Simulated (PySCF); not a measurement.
Geometries of 4 isomers of C6H6, from PySCF 2.14.0, PBE0-D3(BJ)/def2-SVP geometry optimisation, gas phase. One conformer each, no zero-point energy, no frequencies.

Question: Which is lowest in electronic energy at this level?
A.
```xyz
12
angstrom
C      2.657    0.446    0.177
C      1.542    0.030   -0.051
C      0.203   -0.471   -0.316
C     -0.657   -0.870    0.873
C     -1.624    0.013    0.592
C     -0.921    0.585   -0.612
H      3.646    0.815    0.374
H      0.253   -1.252   -1.096
H     -0.505   -1.624    1.650
H     -2.586    0.244    1.056
H     -1.424    0.456   -1.584
H     -0.583    1.628   -0.519
```
B.
```xyz
12
angstrom
C      1.957   -0.033    0.496
C      0.654   -0.011    0.166
C     -0.238   -1.171    0.023
C     -1.464   -0.709   -0.319
C     -1.416    0.758   -0.411
C     -0.161    1.178   -0.123
H      2.539    0.889    0.577
H      2.476   -0.976    0.693
H      0.065   -2.207    0.173
H     -2.355   -1.311   -0.501
H     -2.266    1.390   -0.670
H      0.210    2.203   -0.102
```
C.
```xyz
12
angstrom
C      2.745   -0.855   -0.379
C      1.889   -0.047   -0.075
C      0.913    0.918    0.283
C     -0.420    0.688    0.344
C     -1.059   -0.578    0.054
C     -2.385   -0.774    0.123
H      3.500   -1.571   -0.647
H      1.287    1.919    0.524
H     -1.070    1.520    0.634
H     -0.400   -1.404   -0.235
H     -3.067    0.033    0.408
H     -2.830   -1.746   -0.104
```
D.
```xyz
12
angstrom
C      0.962    1.008   -0.020
C      1.355   -0.330   -0.015
C      0.392   -1.339    0.003
C     -0.963   -1.009    0.015
C     -1.356    0.329    0.010
C     -0.393    1.338   -0.008
H      1.717    1.799   -0.033
H      2.417   -0.588   -0.024
H      0.699   -2.388    0.007
H     -1.718   -1.800    0.029
H     -2.418    0.587    0.019
H     -0.700    2.387   -0.012
```

Answer: D. That is `c1ccccc1`, 37.2 kcal/mol below the next.

| SMILES | atoms numbered as above | E (Eh) | relative (kcal/mol) | relative (kJ/mol) | dipole (D) |
| --- | --- | --- | --- | --- | --- |
| c1ccccc1 | [cH:1]1[cH:2][cH:3][cH:4][cH:5][cH:6]1 | -231.81149 | 0.0 | 0.0 | 0.00 |
| C=C1C=CC=C1 | [CH2:1]=[C:2]1[CH:3]=[CH:4][CH:5]=[CH:6]1 | -231.75219 | 37.2 | 155.7 | 0.67 |
| C#C/C=C\C=C | [CH:1]#[C:2]/[CH:3]=[CH:4]\[CH:5]=[CH2:6] | -231.69016 | 76.1 | 318.6 | 0.54 |
| C#C[C@H]1C=CC1 | [CH:1]#[C:2][C@H:3]1[CH:4]=[CH:5][CH2:6]1 | -231.67185 | 87.6 | 366.6 | 0.72 |

As drawn, the lowest has an aromatic ring, which the highest lacks; the highest has a four-membered ring, a C≡C bond and a C=C bond outside aromatic rings, which the lowest lacks.
